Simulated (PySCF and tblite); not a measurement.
The numbers below are computed, except where a source is named.
C₄H₆O, numbered as in [CH:1]#[C:2][CH2:3][CH2:4][OH:5].

Level: PBE0-D3(BJ)/def2-TZVP//PBE0-D3(BJ)/def2-SVP, thermal terms from GFN2-xTB, symmetry numbers and mirror pairs counted. Conformers within 4 kcal/mol (GFN2-xTB free energy) were kept, 7 at most. GIAO shieldings: PBE0/pcSseg-2. Shifts are against TMS (¹H), TMS (¹³C) at the same level. Programs: PySCF with density fitting and tblite.

Torsions listed: C2–C3–C4–O5, C3–C4–O5–H5. Of a mirror pair one member is shown.

```csv
conformer,shape,symmetry,E(GFN2) kcal/mol,E(DFT) kcal/mol
1,"60°, -57°",C1 (pair),0.00,0.00
2,"-178°, -68°",C1 (pair),0.78,1.51
3,"-179°, -178°",Cs,1.74,1.50
4,"66°, -164°",C1 (pair),3.05,2.66
5,"-58°, -57°",C1 (pair),1.64,2.59
```

How much do the weights at 298.15 K and the averaged shift of C2 depend on how the conformers are weighted?


| weighting | 1 (%) | 2 (%) | 3 (%) | 4 (%) | 5 (%) | δ (ppm) | rms dipole (D) |
| --- | --- | --- | --- | --- | --- | --- | --- |
| DFT energy with thermal terms, symmetry and mirror images (full scheme) | 84 | 8 | 5 | 2 | 1 | 88.3 | 1.34 |
| DFT energy with symmetry and mirror images | 88 | 7 | 4 | 1 | 1 | 88.4 | 1.32 |
| bare DFT energy | 85 | 7 | 7 | 1 | 1 | 88.3 | 1.33 |
| GFN2-xTB energy with symmetry and mirror images | 73 | 20 | 2 | 0 | 5 | 88.0 | 1.35 |
| GFN2-xTB free energy | 69 | 22 | 3 | 1 | 6 | 87.9 | 1.36 |
| leading conformer alone | 100 | 0 | 0 | 0 | 0 | 88.7 | 1.30 |
| equal weights | 20 | 20 | 20 | 20 | 20 | 87.5 | 1.62 |
| full scheme, search stopped after three starts | 90 | 8 | 0 | 0 | 2 | 88.4 | 1.31 |

The largest departure from the full scheme, 0.8 ppm, comes with: equal weights.
